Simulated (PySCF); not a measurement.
# B2NH5 (SMILES BNB): levels of theory compared

Aim: a comparison of 6 runs (B3LYP/aug-cc-pVDZ, BHLYP/aug-cc-pVDZ, BLYP/aug-cc-pVDZ, PBE/aug-cc-pVDZ, SVWN5/aug-cc-pVDZ, CCSD(T)/aug-cc-pVDZ) of B2NH5. The job is set up through a Python script.

The results are computed with PySCF 2.14.0.

1 further run of the same task is left out (set aside as unsound or not needed).

### 1 The molecule

B2NH5 has 8 atoms, charge 0, and is taken as a singlet. As SMILES, `BNB`. The shape is that of a PBE0-D4/def2-TZVP optimisation.

Bond lengths: B1–N2 1.417 Å, N2–B3 1.417 Å, B1–H4 1.194 Å, B1–H5 1.197 Å, N2–H6 1.011 Å, B3–H7 1.197 Å, B3–H8 1.194 Å. Angles: B1–N2–B3 125.8°, B1–N2–H6 117.1°, B3–N2–H6 117.1°, N2–B1–H4 118.5°, N2–B1–H5 119.5°, N2–B3–H7 119.4°, N2–B3–H8 118.5°, H4–B1–H5 122.0°, H7–B3–H8 122.0°.

### 2 The energy at B3LYP/aug-cc-pVDZ (run 1)

The input, run.py:

```python
from pyscf import gto, dft

system = gto.M(
    atom='''
B     -0.828200     0.654900    -0.693300
N      0.260000     0.377700     0.170800
B      0.695200    -0.910900     0.567700
H     -1.449400    -0.261400    -1.140100
H     -1.097800     1.791200    -0.954100
H      0.771000     1.169500     0.536500
H      1.631600    -1.014200     1.305600
H      0.109700    -1.864100     0.150900
''',
    charge=0,
    basis='aug-cc-pvdz',
    verbose=3,
    max_memory=1860,
)

calc0 = dft.RKS(system, xc='b3lyp')
calc0.conv_tol = 1e-10
calc0.grids.level = 5
calc0.kernel()
if not calc0.converged:
    calc0 = calc0.newton().run(calc0.mo_coeff, calc0.mo_occ)

e_tot = calc0.e_tot
print('Final energy', e_tot)
```

Started as:

```
$ OMP_NUM_THREADS=1 python run.py
```

What it wrote:

```text
converged SCF energy = -107.52456014617
Final energy -107.52456014617016
```

Run time: 20 s. Hardware: 1 thread of Intel Xeon at 2.70GHz, shared host; peak memory 0.6 GiB.

### 3 A single-point energy at BHLYP/aug-cc-pVDZ (run 2)

The input, mol.xyz:

```xyz
8

B     -0.828200     0.654900    -0.693300
N      0.260000     0.377700     0.170800
B      0.695200    -0.910900     0.567700
H     -1.449400    -0.261400    -1.140100
H     -1.097800     1.791200    -0.954100
H      0.771000     1.169500     0.536500
H      1.631600    -1.014200     1.305600
H      0.109700    -1.864100     0.150900
```

The input, input.py:

```python
from pyscf import gto, dft

mol = gto.Mole()
mol.atom = 'mol.xyz'
mol.spin = 0
mol.basis = 'aug-cc-pvdz'
mol.verbose = 3
mol.max_memory = 1860
mol.build()

calc0 = dft.RKS(mol)
calc0.xc = 'bhandhlyp'
calc0.grids.level = 5
calc0.conv_tol = 1e-10
calc0.kernel()
if not calc0.converged:
    calc0 = calc0.newton().run(calc0.mo_coeff, calc0.mo_occ)

e_tot = calc0.e_tot
print('Final energy', e_tot)
```

Started as:

```
$ OMP_NUM_THREADS=1 python input.py
```

What it wrote:

```text
converged SCF energy = -107.455087109533
Final energy -107.45508710953314
```

Wall time 22 s (1 thread of Intel Xeon at 2.70GHz, shared host); peak memory 0.59 GiB.

### 4 A single-point energy at BLYP/aug-cc-pVDZ (run 3)

The input, calc.py:

```python
from pyscf import gto, dft

mol = gto.M(
    atom='''
B   -0.828200   0.654900  -0.693300
N    0.260000   0.377700   0.170800
B    0.695200  -0.910900   0.567700
H   -1.449400  -0.261400  -1.140100
H   -1.097800   1.791200  -0.954100
H    0.771000   1.169500   0.536500
H    1.631600  -1.014200   1.305600
H    0.109700  -1.864100   0.150900
''',
    spin=0,
    max_memory=1860,
    verbose=4,
    basis='aug-cc-pvdz',
)

myscf = dft.RKS(mol)
myscf.xc = 'blyp'
myscf.grids.level = 5
myscf.conv_tol = 1e-10
myscf.kernel()
if not myscf.converged:
    myscf = myscf.newton().run(myscf.mo_coeff, myscf.mo_occ)

e_tot = myscf.e_tot
print('E(%s) = %.9f' % ('BLYP', e_tot))
```

Started as:

```
$ OMP_NUM_THREADS=1 python calc.py
```

What it wrote:

```text
PySCF version 2.14.0

[... 76 lines left out ...]
converged SCF energy = -107.451853694161
E(BLYP) = -107.451853694
```

Wall time 24 s (1 thread of Intel Xeon at 2.70GHz, shared host); peak memory 0.59 GiB.

Runs 4 to 5 aren't shown in full; the table further down has their settings and results.

### 5 The energy at CCSD(T)/aug-cc-pVDZ (run 6)

The input, run.py:

```python
from pyscf import gto, cc

system = gto.Mole()
system.atom = '''
B       -0.828200       0.654900      -0.693300
N        0.260000       0.377700       0.170800
B        0.695200      -0.910900       0.567700
H       -1.449400      -0.261400      -1.140100
H       -1.097800       1.791200      -0.954100
H        0.771000       1.169500       0.536500
H        1.631600      -1.014200       1.305600
H        0.109700      -1.864100       0.150900
'''
system.verbose = 4
system.max_memory = 1860
system.basis = 'aug-cc-pvdz'
system.build()

mf = system.RHF()
mf.conv_tol = 1e-10
mf.kernel()
if not mf.converged:
    mf = mf.newton().run(mf.mo_coeff, mf.mo_occ)

mycc = cc.CCSD(mf, frozen=3)
mycc.kernel()
e_t = mycc.ccsd_t()
etot = mycc.e_tot + e_t
print('Final energy', etot)
```

Started as:

```
$ OMP_NUM_THREADS=1 python run.py
```

What it wrote:

```text
PySCF version 2.14.0

[... 60 lines left out ...]
converged SCF energy = -106.793012958971
[... 12 lines left out ...]
Init t2, MP2 energy = -107.144783607269  E_corr(MP2) -0.351770648298032
[... 11 lines left out ...]
CCSD converged
[... 2 lines left out ...]
Final energy -107.19544083408131
```

Wall time 52 s (1 thread of Intel Xeon at 2.70GHz, shared host); peak memory 1.4 GiB.

### 6 Overview of the runs

```csv
run,level,integration grid,frozen core orbitals,energy (Eh),dipole moment (D) of the reference,HOMO energy (eV),LUMO energy (eV),wall time
1,B3LYP/aug-cc-pVDZ,5,–,-107.524560,1.23,-8.99,-1.61,20 s
2,BHLYP/aug-cc-pVDZ,5,–,-107.455087,1.18,-10.58,-0.33,22 s
3,BLYP/aug-cc-pVDZ,5,–,-107.451854,1.26,-7.70,-2.26,24 s
4,PBE/aug-cc-pVDZ,5,–,-107.339401,1.28,-7.74,-2.43,22 s
5,SVWN5/aug-cc-pVDZ,5,–,-106.436675,1.30,-7.74,-2.71,13 s
6,CCSD(T)/aug-cc-pVDZ,–,3,-107.195441,1.13,-12.66,1.02,52 s
```

### 7 Results

```
                                          quantity          value
                               run 6: total energy  -107.19544 Eh
       run 6: dipole moment (Hartree–Fock density)         1.13 D
        run 6: HOMO energy (Hartree–Fock orbitals)      -12.66 eV
        run 6: LUMO energy (Hartree–Fock orbitals)        1.02 eV
      run 6: HOMO–LUMO gap (Hartree–Fock orbitals)       13.68 eV
run 6: correlation energy (3 core orbitals frozen)     -402.4 mEh
                             run 6: (T) correction     -11.61 mEh
                              run 6: T1 diagnostic          0.011
```

Over runs 1, 2, 3, 4, 5 the dipole moment (its size) runs from 1.18 D (BHLYP/aug-cc-pVDZ) to 1.30 D (SVWN5/aug-cc-pVDZ). Over runs 1, 2, 3, 4, 5 the HOMO–LUMO gap runs from 5.03 eV (SVWN5/aug-cc-pVDZ) to 10.25 eV (BHLYP/aug-cc-pVDZ). Totals of different functionals can't be ranked against each other. All runs together took 2.5 min, the longest 52 s.
